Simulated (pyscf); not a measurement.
Thermochemistry of product channels of `[F][C]([F])[F]` [doublet] + `[SiH4]` on the doublet surface, in eV, from ωB97M-D3(BJ)/def2-TZVP energies (ideal gas, 1 atm, RRHO with modes under 100 cm⁻¹ raised to 100, one conformer, R ln 2 for chiral ones without a mode under 150 cm⁻¹). Structures and frequencies: ωB97X-D3(BJ)/def2-SVP in PySCF.

```json
[
 {"products": "`[F][C]([F])([F])[SiH2]` [doublet] + `[H][H]`", "ΔE": "-0.06", "ΔH(298 K)": "-0.13", "ΔG(900 K)": "-0.08", "ΔG(1200 K)": "-0.10"},
 {"products": "`[F]` [doublet] + `[F][CH]([F])[SiH3]`", "ΔE": "+1.30", "ΔH(298 K)": "+1.41", "ΔG(900 K)": "+1.48", "ΔG(1200 K)": "+1.48"},
 {"products": "`[FH]` + `[F][C]([F])[SiH3]` [doublet]", "ΔE": "-0.38", "ΔH(298 K)": "-0.34", "ΔG(900 K)": "-0.58", "ΔG(1200 K)": "-0.69"},
 {"products": "`[F][SiH3]` + `[F][CH][F]` [doublet]", "ΔE": "-1.68", "ΔH(298 K)": "-1.60", "ΔG(900 K)": "-1.82", "ΔG(1200 K)": "-1.89"},
 {"products": "`[F][C]([F])([F])[SiH3]` + `[H]` [doublet]", "ΔE": "+0.38", "ΔH(298 K)": "+0.28", "ΔG(900 K)": "+0.60", "ΔG(1200 K)": "+0.65"}
]
```

These are energies of the channels, which say nothing of barriers. F–C(F)(F)–SiH₂• lies 1.56 eV over its isomer F–SiH₂–C•(F)–F (electronic energy, ωB97M-D3(BJ)/def2-TZVP). Left out: orbital degeneracy and the spin-orbit lowering of F.
